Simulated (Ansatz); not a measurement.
# BSiNH (doublet): wave-function methods side by side at a displaced geometry (v2), cc-pVDZ

Aim: climb from Hartree-Fock through coupled cluster and multireference methods for BSiNH (doublet) at one geometry and basis, and see what each rung misses.

Method: cc-pVDZ, core rule «outside noble gas», up to 7 orbitals frozen; program: Ansatz 0.2.0, Gaussian basis.

Plan: UHF; CCSD(T) on ROHF; CCSD(T) on UHF; BCCD(T) on ROHF; CISD; CCSDT(Q) on ROHF; CCSDT(Q) on UHF; CASSCF and MRCISD+Q, 9 electrons in 9 orbitals; CASSCF and NEVPT2, 9 electrons in 9 orbitals.

22 further runs of the same task are left out: 10 that didn't finish, 12 set aside as unsound or not needed.

## Step 1: The geometry

The geometry is a PBE0/def2-TZVP stationary point (not a proven minimum) with its atoms shifted at random (size 0.100 Å).

4 atoms, charge 0, spin multiplicity 2.

Atoms are counted from 1 here; the program's logs count them from 0.

Bond lengths: B1–N2 1.259 Å, N2–Si3 1.726 Å, Si3–H4 1.478 Å. Angles: B1–N2–Si3 166.0°, N2–Si3–H4 95.2°.

## Step 2: UHF

in.yaml

```yaml
crystal:
  periodic: [false, false, false]
  atoms:
    - {symbol: B, position_ang: [0.088909, 0.027952, 1.925860]}
    - {symbol: N, position_ang: [-0.075965, 0.094771, 0.679690]}
    - {symbol: Si, position_ang: [0.000655, -0.106068, -1.032458]}
    - {symbol: H, position_ang: [0.083764, 1.338709, -1.333008]}
basis:
  gaussian: {orbitals: cc-pVDZ}
magnetization: {spin_polarized: true, initial_magnetization: 1}
hamiltonian: {xc: hf}
output: {orbitals: {seedname: orbitals}}
```

Command:

```
$ ansatz run in.yaml --threads 1 --pin off --events-out ev --progress --plain --max-ram 2393MiB
```

After this run come: CCSD(T) on ROHF; CCSD(T) on UHF; BCCD(T) on ROHF; CISD; CCSDT(Q) on ROHF; CCSDT(Q) on UHF; CASSCF and MRCISD+Q, 9 electrons in 9 orbitals; CASSCF and NEVPT2, 9 electrons in 9 orbitals.

**Question.** What will the summary of the whole plan be? Wanted: UCCSDT(Q) below the RHF energy; RMP2 from UCCSDT(Q); UMP2 from UCCSDT(Q); RCCSD from UCCSDT(Q); RCCSD(T) from UCCSDT(Q); UCCSD(T) from UCCSDT(Q); RCCSDT(Q) from UCCSDT(Q); MRCISD+Q frontier from UCCSDT(Q); T1 diagnostic.

**Answer**, as computed:

| quantity | value |
| --- | --- |
| UCCSDT(Q) below the RHF energy | -9.1494 eV |
| RMP2 from UCCSDT(Q) | +111.3 kJ/mol |
| UMP2 from UCCSDT(Q) | +114.8 kJ/mol |
| RCCSD from UCCSDT(Q) | +41.6 kJ/mol |
| RCCSD(T) from UCCSDT(Q) | +6.3 kJ/mol |
| UCCSD(T) from UCCSDT(Q) | +7.0 kJ/mol |
| RCCSDT(Q) from UCCSDT(Q) | +0.5 kJ/mol |
| MRCISD+Q frontier from UCCSDT(Q) | +9.4 kJ/mol |
| levels within 1 kcal/mol (43 meV) | RCCSDT, UCCSDT, RCCSDT(Q) |
| T1 diagnostic | 0.027 |

In words: RCCSD(T) misses by +6.3 kJ/mol, 0.7 % of the correlation energy. Coupled cluster took another determinant than the lowest Hartree-Fock one. These misses are within one basis, not against nature; the frozen cores of restricted and unrestricted runs differ, which can shift their rows.
